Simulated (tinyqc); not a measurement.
Inside a calculation (part 1 of 2). Method: RHF in the sto-3g basis, for HF, spin multiplicity 1. Computed by tinyqc, a small Python program that keeps every step (integrals from PySCF). Settings: charge = 0, multiplicity = 1, basis = sto-3g, energy threshold = 1e-08, iteration cap = 66, orthogonalisation = symmetric, start = Wolfsberg-Helmholz matrix, DIIS depth = 8, method = RHF. Command: `OMP_NUM_THREADS=1 python tinyqc.py 20373 20374 out.jsonl` (the two numbers bound the seeds that draw the settings). One thread of a shared host (Intel(R) Xeon(R) Processor @ 2.60GHz), about 0.06 s of CPU time with the checks. Later iterations appear only in the table of the cycle.

## One-electron integrals

Geometry (angstrom):
```
atom         x         y         z
F     0.000000  0.000000  0.000000
H     0.000000  0.000000  1.081000
```

Basis sto-3g: exponents (1/bohr^2) and contraction coefficients of normalised primitives:
```
element  l (shell)    exponent  coefficient
F            s (1)  166.679130     0.154329
F            s (1)   30.360812     0.535328
F            s (1)    8.216821     0.444635
F            s (2)    6.464803    -0.099967
F            s (2)    1.502281     0.399513
F            s (2)    0.488588     0.700115
F            p (3)    6.464803     0.155916
F            p (3)    1.502281     0.607684
F            p (3)    0.488588     0.391957
H            s (1)    3.425251     0.154329
H            s (1)    0.623914     0.535328
H            s (1)    0.168855     0.444635
```

Overlap, kinetic and nuclear-attraction integrals over the contracted functions; the nuclear repulsion is the sum of Za Zb / Rab.

nuclear repulsion = 4.40573071 hartree

overlap S, order 1F 1s, 1F 2s, 1F 2px, 1F 2py, 1F 2pz, 2H 1s:
$$\begin{pmatrix}
1.000000 & 0.237990 & 0.000000 & 0.000000 & 0.000000 & 0.033404 \\
0.237990 & 1.000000 & 0.000000 & 0.000000 & 0.000000 & 0.346756 \\
0.000000 & 0.000000 & 1.000000 & 0.000000 & 0.000000 & 0.000000 \\
0.000000 & 0.000000 & 0.000000 & 1.000000 & 0.000000 & 0.000000 \\
0.000000 & 0.000000 & 0.000000 & 0.000000 & 1.000000 & 0.289727 \\
0.033404 & 0.346756 & 0.000000 & 0.000000 & 0.289727 & 1.000000
\end{pmatrix}$$

kinetic energy T (hartree), order 1F 1s, 1F 2s, 1F 2px, 1F 2py, 1F 2pz, 2H 1s:
$$\begin{pmatrix}
36.984577 & -0.212858 & 0.000000 & 0.000000 & 0.000000 & -0.007113 \\
-0.212858 & 1.037995 & 0.000000 & 0.000000 & 0.000000 & 0.057317 \\
0.000000 & 0.000000 & 3.248015 & 0.000000 & 0.000000 & 0.000000 \\
0.000000 & 0.000000 & 0.000000 & 3.248015 & 0.000000 & 0.000000 \\
0.000000 & 0.000000 & 0.000000 & 0.000000 & 3.248015 & 0.162299 \\
-0.007113 & 0.057317 & 0.000000 & 0.000000 & 0.162299 & 0.760032
\end{pmatrix}$$

nuclear attraction V (hartree), order 1F 1s, 1F 2s, 1F 2px, 1F 2py, 1F 2pz, 2H 1s:
$$\begin{pmatrix}
-77.499105 & -9.293311 & 0.000000 & 0.000000 & -0.010835 & -1.338399 \\
-9.293311 & -12.029682 & 0.000000 & 0.000000 & -0.133502 & -3.087948 \\
0.000000 & 0.000000 & -11.911271 & 0.000000 & 0.000000 & 0.000000 \\
0.000000 & 0.000000 & 0.000000 & -11.911271 & 0.000000 & 0.000000 \\
-0.010835 & -0.133502 & 0.000000 & 0.000000 & -11.988424 & -2.252399 \\
-1.338399 & -3.087948 & 0.000000 & 0.000000 & -2.252399 & -5.533901
\end{pmatrix}$$

core Hamiltonian H = T + V (hartree), order 1F 1s, 1F 2s, 1F 2px, 1F 2py, 1F 2pz, 2H 1s:
$$\begin{pmatrix}
-40.514529 & -9.506168 & 0.000000 & 0.000000 & -0.010835 & -1.345512 \\
-9.506168 & -10.991686 & 0.000000 & 0.000000 & -0.133502 & -3.030631 \\
0.000000 & 0.000000 & -8.663256 & 0.000000 & 0.000000 & 0.000000 \\
0.000000 & 0.000000 & 0.000000 & -8.663256 & 0.000000 & 0.000000 \\
-0.010835 & -0.133502 & 0.000000 & 0.000000 & -8.740409 & -2.090100 \\
-1.345512 & -3.030631 & 0.000000 & 0.000000 & -2.090100 & -4.773869
\end{pmatrix}$$

## Two-electron integrals

Functions are numbered as in S; the eight-fold symmetry (ij|kl) = (ji|kl) = (kl|ij) leaves the list below.

Two-electron integrals (ij|kl) in chemists' order, unique and non-zero (hartree):
```
(11|11) 5.403501   (21|11) 0.841920   (21|21) 0.156299   (22|11) 1.268028
(22|21) 0.292344   (22|22) 0.926167   (31|31) 0.027998   (32|31) 0.043169
(32|32) 0.204588   (33|11) 1.264502   (33|21) 0.292403   (33|22) 0.925959
(33|33) 0.997514   (41|41) 0.027998   (42|41) 0.043169   (42|42) 0.204588
(43|43) 0.053770   (44|11) 1.264502   (44|21) 0.292403   (44|22) 0.925959
(44|33) 0.889973   (44|44) 0.997514   (51|51) 0.027998   (52|51) 0.043169
(52|52) 0.204588   (53|53) 0.053770   (54|54) 0.053770   (55|11) 1.264502
(55|21) 0.292403   (55|22) 0.925959   (55|33) 0.889973   (55|44) 0.889973
(55|55) 0.997514   (61|11) 0.119753   (61|21) 0.022052   (61|22) 0.041010
(61|33) 0.040946   (61|44) 0.040946   (61|51) 0.000903   (61|52) 0.001697
(61|55) 0.041144   (61|61) 0.003143   (62|11) 0.311946   (62|21) 0.072922
(62|22) 0.258768   (62|33) 0.254930   (62|44) 0.254930   (62|51) 0.004976
(62|52) 0.039281   (62|55) 0.266189   (62|61) 0.010446   (62|62) 0.089980
(63|31) 0.007529   (63|32) 0.045008   (63|53) 0.008211   (63|63) 0.013160
(64|41) 0.007529   (64|42) 0.045008   (64|54) 0.008211   (64|64) 0.013160
(65|11) 0.215950   (65|21) 0.051117   (65|22) 0.194156   (65|33) 0.185927
(65|44) 0.185927   (65|51) 0.010573   (65|52) 0.072861   (65|55) 0.210390
(65|61) 0.007621   (65|62) 0.082844   (65|65) 0.088873   (66|11) 0.478268
(66|21) 0.113628   (66|22) 0.465649   (66|33) 0.450103   (66|44) 0.450103
(66|51) 0.009444   (66|52) 0.105750   (66|55) 0.496232   (66|61) 0.016369
(66|62) 0.210554   (66|65) 0.225459   (66|66) 0.774606
```

## Orthogonalisation

S = U s U^T; symmetric (Loewdin) form X = U s^(-1/2) U^T, so that X^T S X = 1.

eigenvalues of S: [0.520689, 0.846764, 1.000000, 1.000000, 1.128398, 1.504149]

X, order 1F 1s, 1F 2s, 1F 2px, 1F 2py, 1F 2pz, 2H 1s:
$$\begin{pmatrix}
1.022913 & -0.129429 & 0.000000 & 0.000000 & -0.004894 & 0.018165 \\
-0.129429 & 1.078030 & 0.000000 & 0.000000 & 0.045581 & -0.204119 \\
0.000000 & 0.000000 & 1.000000 & 0.000000 & 0.000000 & 0.000000 \\
0.000000 & 0.000000 & 0.000000 & 1.000000 & 0.000000 & 0.000000 \\
-0.004894 & 0.045581 & 0.000000 & 0.000000 & 1.037191 & -0.167190 \\
0.018165 & -0.204119 & 0.000000 & 0.000000 & -0.167190 & 1.091179
\end{pmatrix}$$

## Starting guess

The start is the generalised Wolfsberg-Helmholz matrix (K = 1.75) built on H; D = 2 C_occ C_occ^T.

D at the start, order 1F 1s, 1F 2s, 1F 2px, 1F 2py, 1F 2pz, 2H 1s:
$$\begin{pmatrix}
2.093411 & -0.391008 & 0.000000 & 0.000000 & 0.076387 & -0.149433 \\
-0.391008 & 1.674512 & 0.000000 & 0.000000 & -0.286468 & 0.440914 \\
0.000000 & 0.000000 & 2.000000 & 0.000000 & 0.000000 & 0.000000 \\
0.000000 & 0.000000 & 0.000000 & 2.000000 & 0.000000 & 0.000000 \\
0.076387 & -0.286468 & 0.000000 & 0.000000 & 1.820864 & 0.228215 \\
-0.149433 & 0.440914 & 0.000000 & 0.000000 & 0.228215 & 0.169289
\end{pmatrix}$$

## Iteration 1: building the Fock matrix

J_ij = sum D_kl (ij|kl), K_ij = sum D_kl (ik|jl); F = H + J - 0.5 K; E = tr D H + tr D J / 2 - 0.25 tr D K + E_nn.

Coulomb J (hartree), order 1F 1s, 1F 2s, 1F 2px, 1F 2py, 1F 2pz, 2H 1s:
$$\begin{pmatrix}
20.556005 & 3.932110 & 0.000000 & 0.000000 & -0.009912 & 0.554509 \\
3.932110 & 9.750026 & 0.000000 & 0.000000 & -0.025331 & 2.661665 \\
0.000000 & 0.000000 & 9.738109 & 0.000000 & 0.000000 & 0.000000 \\
0.000000 & 0.000000 & 0.000000 & 9.738109 & 0.000000 & 0.000000 \\
-0.009912 & -0.025331 & 0.000000 & 0.000000 & 9.747688 & 1.973394 \\
0.554509 & 2.661665 & 0.000000 & 0.000000 & 1.973394 & 4.751746
\end{pmatrix}$$

exchange K (hartree), order 1F 1s, 1F 2s, 1F 2px, 1F 2py, 1F 2pz, 2H 1s:
$$\begin{pmatrix}
11.062650 & 1.949990 & 0.000000 & 0.000000 & 0.006574 & 0.281502 \\
1.949990 & 3.079892 & 0.000000 & 0.000000 & -0.112288 & 0.989916 \\
0.000000 & 0.000000 & 2.611327 & 0.000000 & 0.000000 & 0.000000 \\
0.000000 & 0.000000 & 0.000000 & 2.611327 & 0.000000 & 0.000000 \\
0.006574 & -0.112288 & 0.000000 & 0.000000 & 2.571018 & 0.640117 \\
0.281502 & 0.989916 & 0.000000 & 0.000000 & 0.640117 & 0.732067
\end{pmatrix}$$

Fock matrix F (hartree), order 1F 1s, 1F 2s, 1F 2px, 1F 2py, 1F 2pz, 2H 1s:
$$\begin{pmatrix}
-25.489849 & -6.549053 & 0.000000 & 0.000000 & -0.024034 & -0.931754 \\
-6.549053 & -2.781606 & 0.000000 & 0.000000 & -0.102688 & -0.863924 \\
0.000000 & 0.000000 & -0.230811 & 0.000000 & 0.000000 & 0.000000 \\
0.000000 & 0.000000 & 0.000000 & -0.230811 & 0.000000 & 0.000000 \\
-0.024034 & -0.102688 & 0.000000 & 0.000000 & -0.278229 & -0.436765 \\
-0.931754 & -0.863924 & 0.000000 & 0.000000 & -0.436765 & -0.388157
\end{pmatrix}$$

total energy of this density = -98.25994164 hartree

## Iteration 1: diagonalisation and new density

Diagonalise F' = X^T F X, C = X C', fill 5 alpha and 5 beta electrons from the bottom; D = 2 C_occ C_occ^T. Each column has its largest component positive (the first on a tie).

F' = X^T F X (hartree):
$$\begin{pmatrix}
-25.014346 & -3.411025 & 0.000000 & 0.000000 & -0.043161 & -0.081883 \\
-3.411025 & -1.519545 & 0.000000 & 0.000000 & 0.020611 & -0.475589 \\
0.000000 & 0.000000 & -0.230811 & 0.000000 & 0.000000 & 0.000000 \\
0.000000 & 0.000000 & 0.000000 & -0.230811 & 0.000000 & 0.000000 \\
-0.043161 & 0.020611 & 0.000000 & 0.000000 & -0.159973 & -0.413876 \\
-0.081883 & -0.475589 & 0.000000 & 0.000000 & -0.413876 & -0.045278
\end{pmatrix}$$

orbital energies (hartree): MO1 -25.500478, MO2 -1.231332, MO3 -0.420040, MO4 -0.230811, MO5 -0.230811, MO6 0.412707

coefficients C, order 1F 1s, 1F 2s, 1F 2px, 1F 2py, 1F 2pz, 2H 1s:
$$\begin{pmatrix}
0.994543 & -0.243305 & 0.090466 & 0.000000 & 0.000000 & 0.083435 \\
0.022677 & 0.910907 & -0.420485 & 0.000000 & 0.000000 & -0.464295 \\
0.000000 & 0.000000 & 0.000000 & -0.154942 & 0.987924 & 0.000000 \\
0.000000 & 0.000000 & 0.000000 & 0.987924 & 0.154942 & 0.000000 \\
0.002331 & 0.110945 & 0.742060 & 0.000000 & 0.000000 & -0.736785 \\
-0.004684 & 0.225586 & 0.464143 & 0.000000 & 0.000000 & 0.997136
\end{pmatrix}$$

D after iteration 1, order 1F 1s, 1F 2s, 1F 2px, 1F 2py, 1F 2pz, 2H 1s:
$$\begin{pmatrix}
2.112993 & -0.474230 & 0.000000 & 0.000000 & 0.084911 & -0.035112 \\
-0.474230 & 2.014148 & 0.000000 & 0.000000 & -0.421823 & 0.020432 \\
0.000000 & 0.000000 & 2.000000 & 0.000000 & 0.000000 & 0.000000 \\
0.000000 & 0.000000 & 0.000000 & 2.000000 & 0.000000 & 0.000000 \\
0.084911 & -0.421823 & 0.000000 & 0.000000 & 1.125934 & 0.738877 \\
-0.035112 & 0.020432 & 0.000000 & 0.000000 & 0.738877 & 0.532679
\end{pmatrix}$$

Within a degenerate level the vectors are fixed only up to a rotation; this is one choice.

## Iteration 2: building the Fock matrix

As before.

Coulomb J (hartree), order 1F 1s, 1F 2s, 1F 2px, 1F 2py, 1F 2pz, 2H 1s:
$$\begin{pmatrix}
20.233006 & 3.855887 & 0.000000 & 0.000000 & -0.010869 & 0.543741 \\
3.855887 & 9.556551 & 0.000000 & 0.000000 & 0.000219 & 2.635834 \\
0.000000 & 0.000000 & 9.558652 & 0.000000 & 0.000000 & 0.000000 \\
0.000000 & 0.000000 & 0.000000 & 9.558652 & 0.000000 & 0.000000 \\
-0.010869 & 0.000219 & 0.000000 & 0.000000 & 9.525822 & 1.974078 \\
0.543741 & 2.635834 & 0.000000 & 0.000000 & 1.974078 & 4.865462
\end{pmatrix}$$

exchange K (hartree), order 1F 1s, 1F 2s, 1F 2px, 1F 2py, 1F 2pz, 2H 1s:
$$\begin{pmatrix}
11.072854 & 1.914712 & 0.000000 & 0.000000 & 0.003933 & 0.285254 \\
1.914712 & 3.078554 & 0.000000 & 0.000000 & -0.150951 & 0.940347 \\
0.000000 & 0.000000 & 2.613848 & 0.000000 & 0.000000 & 0.000000 \\
0.000000 & 0.000000 & 0.000000 & 2.613848 & 0.000000 & 0.000000 \\
0.003933 & -0.150951 & 0.000000 & 0.000000 & 2.128980 & 0.764634 \\
0.285254 & 0.940347 & 0.000000 & 0.000000 & 0.764634 & 1.015318
\end{pmatrix}$$

Fock matrix F (hartree), order 1F 1s, 1F 2s, 1F 2px, 1F 2py, 1F 2pz, 2H 1s:
$$\begin{pmatrix}
-25.817950 & -6.607637 & 0.000000 & 0.000000 & -0.023670 & -0.944397 \\
-6.607637 & -2.974412 & 0.000000 & 0.000000 & -0.057807 & -0.864971 \\
0.000000 & 0.000000 & -0.411529 & 0.000000 & 0.000000 & 0.000000 \\
0.000000 & 0.000000 & 0.000000 & -0.411529 & 0.000000 & 0.000000 \\
-0.023670 & -0.057807 & 0.000000 & 0.000000 & -0.279077 & -0.498339 \\
-0.944397 & -0.864971 & 0.000000 & 0.000000 & -0.498339 & -0.416067
\end{pmatrix}$$

total energy of this density = -98.54102601 hartree

## Iteration 2: DIIS over 2 matrices

error matrix X^T (FDS - SDF) X:
$$\begin{pmatrix}
0.000000 & -0.006588 & 0.000000 & 0.000000 & -0.027572 & 0.031244 \\
0.006588 & 0.000000 & 0.000000 & 0.000000 & 0.099621 & -0.087190 \\
0.000000 & 0.000000 & 0.000000 & 0.000000 & 0.000000 & 0.000000 \\
0.000000 & 0.000000 & 0.000000 & 0.000000 & 0.000000 & 0.000000 \\
0.027572 & -0.099621 & 0.000000 & 0.000000 & 0.000000 & 0.107541 \\
-0.031244 & 0.087190 & 0.000000 & 0.000000 & -0.107541 & 0.000000
\end{pmatrix}$$

B (overlaps of the stored error matrices):
$$\begin{pmatrix}
1.0622811e+00 & 2.0701607e-01 \\
2.0701607e-01 & 6.1742578e-02
\end{pmatrix}$$

Minimise |sum c_i e_i|^2 with sum c_i = 1: solve [B -1; -1 0][c; lambda] = [0; -1] with B_ij = tr e_i^T e_j, and take F = sum c_i F_i.

DIIS coefficients: [-0.204613, 1.204613]

extrapolated F (hartree), order 1F 1s, 1F 2s, 1F 2px, 1F 2py, 1F 2pz, 2H 1s:
$$\begin{pmatrix}
-25.885084 & -6.619624 & 0.000000 & 0.000000 & -0.023596 & -0.946984 \\
-6.619624 & -3.013863 & 0.000000 & 0.000000 & -0.048624 & -0.865185 \\
0.000000 & 0.000000 & -0.448506 & 0.000000 & 0.000000 & 0.000000 \\
0.000000 & 0.000000 & 0.000000 & -0.448506 & 0.000000 & 0.000000 \\
-0.023596 & -0.048624 & 0.000000 & 0.000000 & -0.279251 & -0.510938 \\
-0.946984 & -0.865185 & 0.000000 & 0.000000 & -0.510938 & -0.421777
\end{pmatrix}$$

## Iteration 2: diagonalisation and new density

As before.

F' = X^T F X (hartree):
$$\begin{pmatrix}
-25.413599 & -3.402731 & 0.000000 & 0.000000 & -0.048725 & -0.096181 \\
-3.402731 & -1.771356 & 0.000000 & 0.000000 & 0.085207 & -0.435088 \\
0.000000 & 0.000000 & -0.448506 & 0.000000 & 0.000000 & 0.000000 \\
0.000000 & 0.000000 & 0.000000 & -0.448506 & 0.000000 & 0.000000 \\
-0.048725 & 0.085207 & 0.000000 & 0.000000 & -0.131646 & -0.503346 \\
-0.096181 & -0.435088 & 0.000000 & 0.000000 & -0.503346 & -0.063913
\end{pmatrix}$$

orbital energies (hartree): MO1 -25.894598, MO2 -1.423059, MO3 -0.547718, MO4 -0.448506, MO5 -0.448506, MO6 0.484862

coefficients C, order 1F 1s, 1F 2s, 1F 2px, 1F 2py, 1F 2pz, 2H 1s:
$$\begin{pmatrix}
0.994864 & -0.253824 & 0.066918 & 0.000000 & 0.000000 & 0.069271 \\
0.021354 & 0.968843 & -0.344960 & 0.000000 & 0.000000 & -0.405626 \\
0.000000 & 0.000000 & 0.000000 & 0.991734 & 0.128310 & 0.000000 \\
0.000000 & 0.000000 & 0.000000 & -0.128310 & 0.991734 & 0.000000 \\
0.002096 & 0.047711 & 0.687668 & 0.000000 & 0.000000 & -0.794135 \\
-0.004175 & 0.136379 & 0.567241 & 0.000000 & 0.000000 & 0.959292
\end{pmatrix}$$

D after iteration 2, order 1F 1s, 1F 2s, 1F 2px, 1F 2py, 1F 2pz, 2H 1s:
$$\begin{pmatrix}
2.117318 & -0.495510 & 0.000000 & 0.000000 & 0.071986 & -0.001622 \\
-0.495510 & 2.116222 & 0.000000 & 0.000000 & -0.381897 & -0.127270 \\
0.000000 & 0.000000 & 2.000000 & 0.000000 & 0.000000 & 0.000000 \\
0.000000 & 0.000000 & 0.000000 & 2.000000 & 0.000000 & 0.000000 \\
0.071986 & -0.381897 & 0.000000 & 0.000000 & 0.950336 & 0.793143 \\
-0.001622 & -0.127270 & 0.000000 & 0.000000 & 0.793143 & 0.680758
\end{pmatrix}$$

Within a degenerate level the vectors are fixed only up to a rotation; this is one choice.

## Iteration 3: building the Fock matrix

As before.

Coulomb J (hartree), order 1F 1s, 1F 2s, 1F 2px, 1F 2py, 1F 2pz, 2H 1s:
$$\begin{pmatrix}
20.138065 & 3.833681 & 0.000000 & 0.000000 & -0.007009 & 0.540770 \\
3.833681 & 9.497865 & 0.000000 & 0.000000 & 0.027516 & 2.631048 \\
0.000000 & 0.000000 & 9.504180 & 0.000000 & 0.000000 & 0.000000 \\
0.000000 & 0.000000 & 0.000000 & 9.504180 & 0.000000 & 0.000000 \\
-0.007009 & 0.027516 & 0.000000 & 0.000000 & 9.458639 & 1.980324 \\
0.540770 & 2.631048 & 0.000000 & 0.000000 & 1.980324 & 4.909358
\end{pmatrix}$$

exchange K (hartree), order 1F 1s, 1F 2s, 1F 2px, 1F 2py, 1F 2pz, 2H 1s:
$$\begin{pmatrix}
11.073504 & 1.906570 & 0.000000 & 0.000000 & 0.004021 & 0.284834 \\
1.906570 & 3.071431 & 0.000000 & 0.000000 & -0.112085 & 0.923775 \\
0.000000 & 0.000000 & 2.613622 & 0.000000 & 0.000000 & 0.000000 \\
0.000000 & 0.000000 & 0.000000 & 2.613622 & 0.000000 & 0.000000 \\
0.004021 & -0.112085 & 0.000000 & 0.000000 & 1.988165 & 0.782283 \\
0.284834 & 0.923775 & 0.000000 & 0.000000 & 0.782283 & 1.092955
\end{pmatrix}$$

Fock matrix F (hartree), order 1F 1s, 1F 2s, 1F 2px, 1F 2py, 1F 2pz, 2H 1s:
$$\begin{pmatrix}
-25.913216 & -6.625772 & 0.000000 & 0.000000 & -0.019854 & -0.947158 \\
-6.625772 & -3.029537 & 0.000000 & 0.000000 & -0.049943 & -0.861471 \\
0.000000 & 0.000000 & -0.465887 & 0.000000 & 0.000000 & 0.000000 \\
0.000000 & 0.000000 & 0.000000 & -0.465887 & 0.000000 & 0.000000 \\
-0.019854 & -0.049943 & 0.000000 & 0.000000 & -0.275852 & -0.500917 \\
-0.947158 & -0.861471 & 0.000000 & 0.000000 & -0.500917 & -0.410989
\end{pmatrix}$$

total energy of this density = -98.55655130 hartree

## Iteration 3: DIIS over 3 matrices

error matrix X^T (FDS - SDF) X:
$$\begin{pmatrix}
0.000000 & -0.001057 & 0.000000 & 0.000000 & -0.004719 & 0.005870 \\
0.001057 & 0.000000 & 0.000000 & 0.000000 & 0.011690 & -0.016593 \\
0.000000 & 0.000000 & 0.000000 & 0.000000 & 0.000000 & 0.000000 \\
0.000000 & 0.000000 & 0.000000 & 0.000000 & 0.000000 & 0.000000 \\
0.004719 & -0.011690 & 0.000000 & 0.000000 & 0.000000 & -0.009162 \\
-0.005870 & 0.016593 & 0.000000 & 0.000000 & 0.009162 & 0.000000
\end{pmatrix}$$

B (overlaps of the stored error matrices):
$$\begin{pmatrix}
1.0622811e+00 & 2.0701607e-01 & 9.0142946e-03 \\
2.0701607e-01 & 6.1742578e-02 & 3.8929579e-03 \\
9.0142946e-03 & 3.8929579e-03 & 1.1075341e-03
\end{pmatrix}$$

As before.

DIIS coefficients: [0.005572, -0.070338, 1.064766]

extrapolated F (hartree), order 1F 1s, 1F 2s, 1F 2px, 1F 2py, 1F 2pz, 2H 1s:
$$\begin{pmatrix}
-25.917558 & -6.626620 & 0.000000 & 0.000000 & -0.019609 & -0.947267 \\
-6.626620 & -3.032032 & 0.000000 & 0.000000 & -0.049684 & -0.861239 \\
0.000000 & 0.000000 & -0.468401 & 0.000000 & 0.000000 & 0.000000 \\
0.000000 & 0.000000 & 0.000000 & -0.468401 & 0.000000 & 0.000000 \\
-0.019609 & -0.049684 & 0.000000 & 0.000000 & -0.275638 & -0.500741 \\
-0.947267 & -0.861239 & 0.000000 & 0.000000 & -0.500741 & -0.410504
\end{pmatrix}$$

## Iteration 3: diagonalisation and new density

As before.

F' = X^T F X (hartree):
$$\begin{pmatrix}
-25.446099 & -3.403311 & 0.000000 & 0.000000 & -0.044129 & -0.097240 \\
-3.403311 & -1.792678 & 0.000000 & 0.000000 & 0.080214 & -0.427881 \\
0.000000 & 0.000000 & -0.468401 & 0.000000 & 0.000000 & 0.000000 \\
0.000000 & 0.000000 & 0.000000 & -0.468401 & 0.000000 & 0.000000 \\
-0.044129 & 0.080214 & 0.000000 & 0.000000 & -0.131218 & -0.493400 \\
-0.097240 & -0.427881 & 0.000000 & 0.000000 & -0.493400 & -0.056691
\end{pmatrix}$$

orbital energies (hartree): MO1 -25.927027, MO2 -1.437706, MO3 -0.537032, MO4 -0.468401, MO5 -0.468401, MO6 0.475079

coefficients C, order 1F 1s, 1F 2s, 1F 2px, 1F 2py, 1F 2pz, 2H 1s:
$$\begin{pmatrix}
0.994876 & -0.254831 & 0.064536 & 0.000000 & 0.000000 & 0.067642 \\
0.021305 & 0.974631 & -0.335168 & 0.000000 & 0.000000 & -0.399934 \\
0.000000 & 0.000000 & 0.000000 & 0.937974 & 0.346705 & 0.000000 \\
0.000000 & 0.000000 & 0.000000 & -0.346705 & 0.937974 & 0.000000 \\
0.001937 & 0.046417 & 0.689506 & 0.000000 & 0.000000 & -0.792617 \\
-0.004154 & 0.124861 & 0.566768 & 0.000000 & 0.000000 & 0.961137
\end{pmatrix}$$

D after iteration 3, order 1F 1s, 1F 2s, 1F 2px, 1F 2py, 1F 2pz, 2H 1s:
$$\begin{pmatrix}
2.117764 & -0.497601 & 0.000000 & 0.000000 & 0.069194 & 0.001252 \\
-0.497601 & 2.125393 & 0.000000 & 0.000000 & -0.371641 & -0.136715 \\
0.000000 & 0.000000 & 2.000000 & 0.000000 & 0.000000 & 0.000000 \\
0.000000 & 0.000000 & 0.000000 & 2.000000 & 0.000000 & 0.000000 \\
0.069194 & -0.371641 & 0.000000 & 0.000000 & 0.955154 & 0.793156 \\
0.001252 & -0.136715 & 0.000000 & 0.000000 & 0.793156 & 0.673668
\end{pmatrix}$$

Within a degenerate level the vectors are fixed only up to a rotation; this is one choice.
